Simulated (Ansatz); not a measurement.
**Ga₂PH⁺, quartet: the ladder up to UCCSDT(Q)**

Geometry: that of the Ga2PH, triplet, kept fixed. The doublet lies 1.6 eV lower here.

```tsv
atom	x (Å)	y (Å)	z (Å)
Ga	0.0000	-0.3606	1.3636
P	0.0000	1.5274	0.0000
Ga	0.0000	-0.3606	-1.3636
H	0.0000	2.9550	0.0000
```

Basis cc-pVDZ; Ansatz 0.2.0. Only valence electrons are correlated (noble-gas cores and the filled d shells of p-block atoms frozen), which leaves 11 electrons in 44 orbitals. Prefix R: restricted or restricted open-shell reference; prefix U: unrestricted. No spin–orbit coupling is included, and no scalar relativity.

Full CI isn't at hand for all of this; UCCSDT(Q) serves as the reference, and is uncertain by the last step of the cluster series or more. The frozen core follows each run's orbitals, which can shift R against U totals by a few meV for light atoms and by up to 0.1 eV past Ca.

* UHF ⟨S²⟩: 3.803
* T1 diagnostic (RCCSD): 0.0353
* largest doubles amplitude (RCCSD): 0.067
* T1 diagnostic (UCCSD): 0.0278

```json
{"level": "UHF", "E − E(UCCSDT(Q)) (kJ/mol)": "576.4", "wall time": "–"}
{"level": "UMP2", "E − E(UCCSDT(Q)) (kJ/mol)": "130.5", "wall time": "–"}
{"level": "UCCSD", "E − E(UCCSDT(Q)) (kJ/mol)": "31.0", "wall time": "–"}
{"level": "UCCSD(T)", "E − E(UCCSDT(Q)) (kJ/mol)": "6.5", "wall time": "37 s"}
{"level": "UCCSDT", "E − E(UCCSDT(Q)) (kJ/mol)": "1.9", "wall time": "–"}
```

Run but not shown, since their state, orbitals or frozen core can't be matched to the reference's or they repeat it: RHF, RMP2, RCCSD, RCCSD(T), BCCD(T), RCCSDT, RCCSDT(Q).

Times hold each run's SCF and search for its determinant on a shared host, so for small cases they say little of a method's own cost; they ran on 1 thread of Intel Xeon 6975P-C. Some runs computed forces too.
